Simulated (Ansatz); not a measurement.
Computed with Ansatz on PBE0-D4/def2-TZVP structures; ΔE is electronic, products minus reactants. CCSD(T)/CBS adds triple-zeta CCSD(T) − MP2 to the extrapolated MP2 energy (def2 sets, frozen cores). Functionals use def2-TZVPP. B3LYP here is the variant with VWN-RPA as its local correlation; programs differ in this. Each species was taken in one conformer, which may not be the lowest.

Reaction (formal exchange of groups at a C–S bond): `CSCF` + `CC(O)S` → `CCC(O)S` + `FCS`

Question: Is it downhill or uphill in electronic energy at CCSD(T)/CBS, and by how much? (Best estimate.)

Answer: Ansatz gave: Downhill: ΔE = -0.10 eV.

Question: What do these levels give: PBE-D4, r2SCAN-D4, PBE0-D4, B3LYP-D4, ωB97M-V, B2PLYP, PBE0, HF/def2-TZVPP, CCSD(T)/def2-TZVPP, HF/def2-QZVPP, MP2/def2-QZVPP, SCS-MP2/def2-QZVPP? (Estimate.)

Answer: Computed: PBE-D4 -0.07, r2SCAN-D4 -0.08, PBE0-D4 -0.08, B3LYP-D4 -0.08, ωB97M-V -0.09, B2PLYP -0.08, PBE0 -0.08, HF/def2-TZVPP -0.10, CCSD(T)/def2-TZVPP -0.12, HF/def2-QZVPP -0.09, MP2/def2-QZVPP -0.09, SCS-MP2/def2-QZVPP -0.09 eV.

Largest T1 diagnostic among the species: 0.011.
